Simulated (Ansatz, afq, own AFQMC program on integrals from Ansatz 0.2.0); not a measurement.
## Where AFQMC and coupled cluster stand for N2H3, doublet

```yaml
atoms:
  - { symbol: N, position_ang: [-0.0536, -0.0472, 0.5536] }
  - { symbol: N, position_ang: [0.0304, 0.1093, -0.6238] }
  - { symbol: H, position_ang: [0.1899, -0.8257, 0.9349] }
  - { symbol: H, position_ang: [0.1482, 0.6831, 1.0330] }
  - { symbol: H, position_ang: [-0.0145, -0.7204, -0.9921] }
```

Connectivity, by distances: NH2–NH.

Basis cc-pVDZ. Only valence electrons are correlated. Integrals, coupled cluster, full CI and functionals: Ansatz 0.2.0; the random walks run on the same integrals in our own AFQMC program. The CISD trial takes its coefficients from CCSD amplitudes. Released means that phaseless walkers are propagated on without the constraint, phases kept. Free AFQMC starts from the CCSD state and is never constrained. Its projection time is finite, and what remains of the start isn't in its error. Error bars are statistical, one sigma.

Determinant: UHF, the one that the program's search chose, which needn't be the lowest solution. The geometry is a point of a scan.

No full CI on the walks' own integrals is used here. The released AFQMC energy serves as the reference, which it does only where one determinant dominates, the energy is flat over the last release times and near the phaseless one (40 meV or 2 meV an electron, half that with transition metals). On small molecules, where full CI could be run and the noise was under 10 meV, such values lay within 10 meV of it in 19 cases of 20, a flattering rate, since the rule was set on those same cases; what remains of the bias isn't in the error bar.

Cautions: the released value is read at 2.40 1/Eh with a noise of 18 meV, more than in the cases checked (meV from the phaseless value at times in 1/Eh: -8 ± 15 at 0.24, -13 ± 12 at 0.51, -15 ± 10 at 0.99, 0 ± 16 at 1.62, -25 ± 18 at 2.40).

```
T1 diagnostic                               : 0.0124
weight of the determinant in the CISD state : 0.907
⟨S²⟩ of the determinant                     : 0.760
size of the correlated space                : 13 electrons in 41 orbitals
```

Reference: AFQMC with the constraint released, correlation energy -9.183 ± 0.018 eV.

```
        level  E − E(reference) (mEh)  share of correlation (%)
           HF           337.46 ± 0.67                      0.00
          MP2            31.35 ± 0.67                     90.71
         CCSD             8.03 ± 0.67                     97.62
      CCSD(T)             1.14 ± 0.67                     99.66
  ph-AFQMC/HF             3.10 ± 2.27                     99.08
ph-AFQMC/CISD             0.90 ± 0.88                     99.73
   free AFQMC            -0.05 ± 0.92                    100.01
```

Free projections are given only where their last times agree within the noise and don't stop above the reference; a slow remainder of the start can still hide under it. Released energies are given only where the last usable release times agree within the noise; a slower fall can still hide under it.
